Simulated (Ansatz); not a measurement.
# H5NSi: the cost of one run

Computed with Ansatz 0.2.0, Gaussian basis. Level: cc-pVDZ, all electrons in the functionals, frozen cores in the correlation of double hybrids and RPA.

Plan: wB97M-V, B2PLYP, RPA-PBE, at 1.485 Å; 1.542 Å; 1.655 Å; 1.769 Å; 1.883 Å.

**1. The system**

The geometry derives from fragments relaxed apart (PBE0/def2-TZVP) and kept rigid, so it is no stationary point. A hydrogen atom is moved between rigid fragments.

7 atoms, charge 0, spin multiplicity 3.

Atoms are counted from 1 here; the program's logs count them from 0.

Bond lengths: Si1–H2 1.485 Å, Si1–H3 1.485 Å, Si1–H4 1.485 Å, Si1–H5 1.485 Å, N6–H7 1.040 Å. Angles: H2–Si1–H3 109.5°, H2–Si1–H4 109.5°, H2–Si1–H5 109.5°, H3–Si1–H4 109.5°, H3–Si1–H5 109.5°, H4–Si1–H5 109.5°.

As a file:

| atom | x (Å) | y (Å) | z (Å) |
| --- | --- | --- | --- |
| Si1 | -0.93692 | 0.02148 | 0.00000 |
| H2 | -1.43180 | 1.42118 | 0.00000 |
| H3 | -1.43179 | -0.67838 | 1.21218 |
| H4 | -1.43180 | -0.67838 | -1.21218 |
| H5 | 0.54769 | 0.02148 | 0.00000 |
| N6 | 1.98608 | 0.02148 | 0.00000 |
| H7 | 2.25516 | -0.98275 | 0.00000 |

No dispersion term is added; wB97M-V holds VV10 nonlocal correlation.

The geometry shown and the zero of energy belong to the point 1.485 Å. The yardstick, UCCSDT(Q), and other wave-function levels (R restricted, U unrestricted, valence and pair active spaces) come from earlier runs.

**2. wB97M-V, 1.485 Å**

Contents of in.yaml:

```yaml
crystal:
  periodic: [false, false, false]
  atoms:
    - {symbol: Si, position_ang: [-0.936924, 0.021476, 0.000000]}
    - {symbol: H, position_ang: [-1.431796, 1.421184, 0.000000]}
    - {symbol: H, position_ang: [-1.431795, -0.678378, 1.212183]}
    - {symbol: H, position_ang: [-1.431796, -0.678378, -1.212182]}
    - {symbol: H, position_ang: [0.547691, 0.021476, 0.000000]}
    - {symbol: N, position_ang: [1.986076, 0.021476, -0.000001]}
    - {symbol: H, position_ang: [2.255158, -0.982751, -0.000001]}
basis:
  gaussian: {orbitals: cc-pVDZ}
magnetization: {spin_polarized: true, initial_magnetization: 2}
hamiltonian: {xc: {name: wB97M-V}}
output: {forces: true, orbitals: {seedname: orbitals}}
```

The run is started by

```
$ ansatz run in.yaml --threads 1 --pin off --events-out ev --progress --plain --max-ram 2816MiB --backend cpu
```

What time and memory should one allow on 1 thread of AMD EPYC 7R13, shared host?

About 5.5 s, with a peak of 0.27 GiB.
